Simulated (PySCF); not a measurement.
## Exercise with solution: dipole moment from atomic charges

formaldehyde (CH2O), SMILES C=O. Atoms are numbered in the order given.

```xyz
4

C      0.0000     0.0000    -0.5264
O      0.0000     0.0000     0.6735
H      0.0000     0.9421    -1.1148
H      0.0000    -0.9421    -1.1148
```
Charge 0, spin multiplicity 1.

Geometry: r2SCAN-D4/def2-TZVPD.

Charges (e) from r2SCAN/def2-TZVPD (PySCF):

```
atom  ESP fit     IAO
----  -------  ------
C1      0.343   0.141
O2     -0.384  -0.357
H3      0.020   0.108
H4      0.020   0.108
```

The dipole moment of the full density is 2.29 D.

What dipole moment does each set of point charges give, and which comes closer to that of the density?


μ = Σ q r, and 1 e Å = 4.8032 D.
ESP fit: Σ q r = (0.000, 0.000, -0.484) e Å, |μ| = 2.32 D.
IAO: Σ q r = (0.000, 0.000, -0.555) e Å, |μ| = 2.67 D.
ESP fit comes closer in size. Point charges leave out the atoms' own dipoles (lone pairs, polarised bonds); fits to the potential absorb them, partitions of the density don't.
